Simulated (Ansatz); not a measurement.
Basis sets over 5 cases of the optimised length of bonds between heavy atoms at MP2 with Ansatz (elements up to F), each against its own reference: (a) the value in aug-cc-pVQZ; (b) the value in def2-QZVPP. By their distance from other large sets or by the extrapolation step the references are unsure by up to roughly 0.0007 Å and lie short of the limit. Each level at its own minimum; frozen cores; unrestricted open shells; no added dispersion term; no relativity. Cartesian d functions in some cases of 6-31G*. Core-valence sets carry the plain set on hydrogen. 

Cases are drawn at random; left out are references unsure by over 0.0033 Å, doubtful singlets, and cases whose largest runs show a restricted determinant unstable towards unrestricted orbitals, <S^2> over 0.1 too high or, where CCSD(T) ran, T1 over 0.025 (0.045 for open shells). Sets are drawn from those converged to one state in every case.

Cases (SMILES) and reference values:
- O=[N] (N-O), doublet, one N-O bond length: 1.1354 Å (a)
- [NH+]#[C-] (C-NH), one C-N bond length: 1.1736 Å (a)
- [N]=B (BH-N), doublet, one B-N bond length: 1.3014 Å (a)
- F[O] (O-F), doublet, one O-F bond length: 1.3294 Å (a)
- C(=[CH])=O, doublet, one C-C bond length: 1.3143 Å (b)

```csv
basis,"functions over def2-SVP (largest species, mean of cases)",mean signed deviation (Å),mean absolute,largest,within 0.01 Å
cc-pVDZ,1.0,0.0127,0.0127,0.0259,3 of 5
def2-SVP,1.0,0.0038,0.0039,0.0092,5 of 5
6-31G*,1.0,0.0090,0.0090,0.0145,3 of 5
6-311G**,1.3,0.0030,0.0036,0.0093,5 of 5
6-311+G**,1.5,0.0044,0.0048,0.0109,4 of 5
aug-cc-pVDZ,1.7,0.0157,0.0157,0.0285,1 of 5
def2-TZVP,2.1,0.0017,0.0017,0.0023,5 of 5
pcseg-2,2.2,0.0010,0.0017,0.0041,5 of 5
cc-pVTZ,2.2,0.0025,0.0025,0.0036,5 of 5
def2-TZVPP,2.3,0.0019,0.0019,0.0034,5 of 5
def2-TZVPPD,2.8,0.0025,0.0025,0.0040,5 of 5
jun-cc-pV(T+d)Z,2.8,0.0032,0.0032,0.0051,5 of 5
"6-311++G(3df,3pd)",2.9,0.0008,0.0017,0.0025,5 of 5
cc-pCVTZ,3.0,0.0019,0.0019,0.0031,5 of 5
aug-cc-pVTZ,3.4,0.0035,0.0035,0.0047,5 of 5
cc-pVQZ,4.1,-0.0003,0.0003,0.0006,5 of 5
```

Among the sets for which every case ran a larger relative (same family, alike in diffuse functions, listed or not), the smallest listed that holds all cases within 0.01 Å together with them is def2-SVP, at 1.0 times the functions of def2-SVP. Inside, though some case ran no larger relative to test it: 6-311G**, pcseg-2, def2-TZVPPD, 6-311++G(3df,3pd), cc-pCVTZ, aug-cc-pVTZ, cc-pVQZ. Largest deviations of relatives not listed, over the cases that ran them: cc-pV5Z 0.0011, def2-QZVPP 0.0005, aug-cc-pVQZ 0.0000 Å. These figures hold for the cases listed.

Ansatz is a quantum-chemistry and plane-wave program.
